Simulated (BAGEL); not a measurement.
# B2PH7 (SMILES B[PH2+][BH3-]): HF/def2-SVPD (density fitting with qzvpp-jkfit)

Aim: the vertical electron affinity of B2PH7 at HF/def2-SVPD (density fitting with qzvpp-jkfit), from 2 runs. 

The calculation is run with BAGEL 1.2.2.

1 further run of the same task is left out (it didn't finish).

## Step 1: The molecule

The species is B2PH7 (10 atoms), meant as a singlet with charge 0. As SMILES, `B[PH2+][BH3-]`. Geometry: relaxed at GFN2-xTB.

Bond lengths: B1–P2 1.835 Å, P2–B3 1.948 Å, B1–H4 1.168 Å, B1–H5 1.167 Å, P2–H6 1.383 Å, P2–H7 1.384 Å, B3–H8 1.189 Å, B3–H9 1.192 Å, B3–H10 1.192 Å. Some angles: B1–P2–B3 109.9°, B1–P2–H6 110.2°, B1–P2–H7 110.2°, B3–P2–H6 113.6°, B3–P2–H7 113.9°, P2–B1–H4 119.5°, P2–B1–H5 119.5°, P2–B3–H8 104.5°, P2–B3–H9 104.7°, P2–B3–H10 104.8°.

## Step 2: A single-point energy at HF/def2-SVPD (density fitting with qzvpp-jkfit)

File input.json:

```json
{ "bagel" : [

{
  "title" : "molecule",
  "basis" : "def2-svpd.json",
  "df_basis" : "qzvpp-jkfit",
  "angstrom" : "true",
  "geometry" : [
    { "atom" : "B", "xyz" : [      -1.337570,       0.322430,      -1.001140 ] },
    { "atom" : "P", "xyz" : [       0.153200,       0.715070,      -0.005340 ] },
    { "atom" : "B", "xyz" : [       0.882520,      -0.916050,       0.770480 ] },
    { "atom" : "H", "xyz" : [      -2.380750,       0.267450,      -0.477810 ] },
    { "atom" : "H", "xyz" : [      -1.215440,       0.004950,      -2.117760 ] },
    { "atom" : "H", "xyz" : [      -0.139400,       1.691490,       0.929760 ] },
    { "atom" : "H", "xyz" : [       1.062190,       1.429400,      -0.765390 ] },
    { "atom" : "H", "xyz" : [       1.832650,      -0.554150,       1.387120 ] },
    { "atom" : "H", "xyz" : [       0.000570,      -1.351600,       1.443890 ] },
    { "atom" : "H", "xyz" : [       1.142040,      -1.608990,      -0.163820 ] }
  ]
},

{ "title" : "hf" },

{ "title" : "print", "file" : "orbitals.molden", "orbitals" : "true" }

]}
```

The basis set def2-SVPD is read from a file made from the Basis Set Exchange's data (not shown).

On the command line:

```console
$ BAGEL_NUM_THREADS=1 BAGEL input.json > input.out
```

Output:

```text
* using 1 threads per process

  ===============================================================
  ===============================================================

  *** Geometry ***

  { "atom" : "B", "xyz" : [     -2.527641,      0.609304,     -1.891880 ] },
  { "atom" : "P", "xyz" : [      0.289506,      1.351286,     -0.010091 ] },
  { "atom" : "B", "xyz" : [      1.667721,     -1.731084,      1.455996 ] },
  { "atom" : "H", "xyz" : [     -4.498965,      0.505407,     -0.902930 ] },
  { "atom" : "H", "xyz" : [     -2.296849,      0.009354,     -4.001986 ] },
  { "atom" : "H", "xyz" : [     -0.263428,      3.196453,      1.756992 ] },
  { "atom" : "H", "xyz" : [      2.007248,      2.701175,     -1.446377 ] },
  { "atom" : "H", "xyz" : [      3.463207,     -1.047192,      2.621277 ] },
  { "atom" : "H", "xyz" : [      0.001077,     -2.554154,      2.728557 ] },
  { "atom" : "H", "xyz" : [      2.158143,     -3.040550,     -0.309575 ] },

  Number of auxiliary basis functions:      404

  Since a DF basis is specified, we compute 2- and 3-index integrals:
    o Being stored without compression. Storage requirement is 0.047 GB

  Number of basis functions:      120
  Number of electrons      :       32

    * METHOD: MOLECULE                             0.20

  *** RHF ***

  === Nuclear Repulsion ===
    95.7488727379

      * DIIS with orbital gradients will be used.

  === RHF iteration (def2-svpd.json) ===
      0       -393.85418821          0.01338196           0.05
      1       -393.96695416          0.00451078           0.05
      2       -393.97965372          0.00129656           0.05
      3       -393.98115218          0.00024394           0.05
      4       -393.98120809          0.00007824           0.05
      5       -393.98121613          0.00001943           0.06
      6       -393.98121660          0.00000532           0.05
      7       -393.98121664          0.00000116           0.05
      8       -393.98121664          0.00000029           0.05
      9       -393.98121664          0.00000011           0.05
     10       -393.98121664          0.00000004           0.05
     11       -393.98121664          0.00000002           0.06
     12       -393.98121664          0.00000001           0.06
    * SCF iteration converged.

    * Permanent dipole moment:
           (    0.783810,    -1.476458,     0.790962) a.u.

    * METHOD: HF                                   0.86

    * METHOD: PRINT                                0.04

  ===============================================================
```

Wall time 1.2 s (1 thread of Arm Neoverse V1, shared host); peak memory 0.14 GiB.

## Step 3: The doublet anion, same level

File input.json:

```json
{ "bagel": [

{
  "title": "molecule",
  "basis": "def2-svpd.json",
  "df_basis": "qzvpp-jkfit",
  "angstrom": "true",
  "geometry": [
    { "atom": "B", "xyz": [   -1.337570,    0.322430,   -1.001140 ] },
    { "atom": "P", "xyz": [    0.153200,    0.715070,   -0.005340 ] },
    { "atom": "B", "xyz": [    0.882520,   -0.916050,    0.770480 ] },
    { "atom": "H", "xyz": [   -2.380750,    0.267450,   -0.477810 ] },
    { "atom": "H", "xyz": [   -1.215440,    0.004950,   -2.117760 ] },
    { "atom": "H", "xyz": [   -0.139400,    1.691490,    0.929760 ] },
    { "atom": "H", "xyz": [    1.062190,    1.429400,   -0.765390 ] },
    { "atom": "H", "xyz": [    1.832650,   -0.554150,    1.387120 ] },
    { "atom": "H", "xyz": [    0.000570,   -1.351600,    1.443890 ] },
    { "atom": "H", "xyz": [    1.142040,   -1.608990,   -0.163820 ] }
  ]
},
{ "title": "uhf", "charge": -1, "nopen": 1 },
{ "title": "print", "file": "orbitals.molden", "orbitals": "true" }

]}
```

The basis set def2-SVPD is read from a file made from the Basis Set Exchange's data (not shown).

On the command line:

```console
$ BAGEL_NUM_THREADS=1 BAGEL input.json > input.out
```

Output:

```text
* using 1 threads per process

  ===============================================================
  ===============================================================

  *** Geometry ***

  { "atom" : "B", "xyz" : [     -2.527641,      0.609304,     -1.891880 ] },
  { "atom" : "P", "xyz" : [      0.289506,      1.351286,     -0.010091 ] },
  { "atom" : "B", "xyz" : [      1.667721,     -1.731084,      1.455996 ] },
  { "atom" : "H", "xyz" : [     -4.498965,      0.505407,     -0.902930 ] },
  { "atom" : "H", "xyz" : [     -2.296849,      0.009354,     -4.001986 ] },
  { "atom" : "H", "xyz" : [     -0.263428,      3.196453,      1.756992 ] },
  { "atom" : "H", "xyz" : [      2.007248,      2.701175,     -1.446377 ] },
  { "atom" : "H", "xyz" : [      3.463207,     -1.047192,      2.621277 ] },
  { "atom" : "H", "xyz" : [      0.001077,     -2.554154,      2.728557 ] },
  { "atom" : "H", "xyz" : [      2.158143,     -3.040550,     -0.309575 ] },

  Number of auxiliary basis functions:      404

  Since a DF basis is specified, we compute 2- and 3-index integrals:
    o Being stored without compression. Storage requirement is 0.047 GB

  Number of basis functions:      120
  Number of electrons      :       32

    * METHOD: MOLECULE                             0.20

  *** Open-shell HF ***

  === Nuclear Repulsion ===
    95.7488727379

      * DIIS with orbital gradients will be used.

  === UHF iteration (def2-svpd.json) ===
      0       -393.81494040          0.03050198           0.12
      1       -393.96809448          0.01141917           0.12
      2       -393.98729172          0.00406047           0.12
      3       -393.99009675          0.00104218           0.12
      4       -393.99049285          0.00016351           0.12
      5       -393.99052029          0.00007419           0.12
      6       -393.99053057          0.00002311           0.12
      7       -393.99053242          0.00001031           0.12
      8       -393.99053292          0.00000223           0.12
      9       -393.99053294          0.00000083           0.12
     10       -393.99053295          0.00000036           0.12
     11       -393.99053295          0.00000015           0.12
     12       -393.99053295          0.00000006           0.12
     13       -393.99053295          0.00000002           0.12
     14       -393.99053295          0.00000001           0.12
     15       -393.99053295          0.00000000           0.12
    * SCF iteration converged.

    * S^2 (UHF) is 0.7608

    * Permanent dipole moment:
           (   -0.719812,    -1.293385,    -0.305037) a.u.

    * METHOD: UHF                                  2.08

    * METHOD: PRINT                                0.04

  ===============================================================
```

Wall time 2.5 s (1 thread of Arm Neoverse V1, shared host); peak memory 0.14 GiB.

## Step 4: Summary of results

At HF/def2-SVPD (density fitting with qzvpp-jkfit):

| quantity | value |
| --- | --- |
| singlet B2PH7: total energy | -393.98122 Eh |
| singlet B2PH7: dipole moment | 4.70 D |
| singlet B2PH7: HOMO energy | -11.43 eV |
| singlet B2PH7: LUMO energy | 0.66 eV |
| singlet B2PH7: HOMO–LUMO gap | 12.09 eV |
| doublet anion: total energy | -393.99053 Eh |
| doublet anion: ⟨S²⟩ | 0.761 |
| vertical electron affinity (to the doublet anion) | 0.254 eV |

**Reading.** At fixed nuclei the extra electron is bound by 0.25 eV (5.8 kcal/mol).
